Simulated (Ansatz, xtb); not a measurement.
# BFH2O: where a starting geometry ends

The starting geometry of this gas-phase singlet has its atoms placed at random.

```yaml
atoms:
  - { symbol: B, position_ang: [-0.5049, 0.5646, -0.4944] }
  - { symbol: F, position_ang: [-0.9012, -1.2159, 0.2386] }
  - { symbol: O, position_ang: [1.5884, 0.7353, -0.0906] }
  - { symbol: H, position_ang: [0.7183, 0.5881, -0.8954] }
  - { symbol: H, position_ang: [-0.2604, -0.0956, 0.1968] }
```

Question: Guess where an optimisation with r2SCAN-D4/def2-SVP ends from this start.

Answer: It loosens into BHO + FH, which stay close as a complex. Distances that change by over a tenth: O3–H4 (1.19 → 0.97 Å). Contacts that open: B1–H4 (1.29 → 1.99 Å), B1–H5 (0.99 → 2.61 Å). Contacts that close: B1–O3 (2.14 → 1.31 Å), F2–H5 (1.29 → 0.93 Å).

The energy falls by 9.59 eV over 20 steps:

```tsv
step	E − E(last) (eV)
1	9.594
3	4.378
5	2.059
7	0.457
9	0.049
12	0.016
14	0.005
16	0.002
18	0.000
20	0.000
```

Final geometry (Å):

```yaml
atoms:
  - { symbol: B, position_ang: [-0.3940, 1.3531, -0.7973] }
  - { symbol: F, position_ang: [-0.9622, -1.2389, 0.7840] }
  - { symbol: O, position_ang: [0.6369, 0.5736, -0.5717] }
  - { symbol: H, position_ang: [1.5156, 0.8194, -0.9067] }
  - { symbol: H, position_ang: [-0.1563, -0.9307, 0.4467] }
```

From the same start GFN2-xTB reaches the same bonding as this run.

From so rough a start the end depends on the optimiser's path, so another program may land elsewhere. No frequencies were run, so the end isn't proven a minimum. Run with Ansatz 0.2.0, 14 s on 1 thread of Intel(R) Xeon(R) 6975P-C (Granite Rapids), with other jobs on the host.
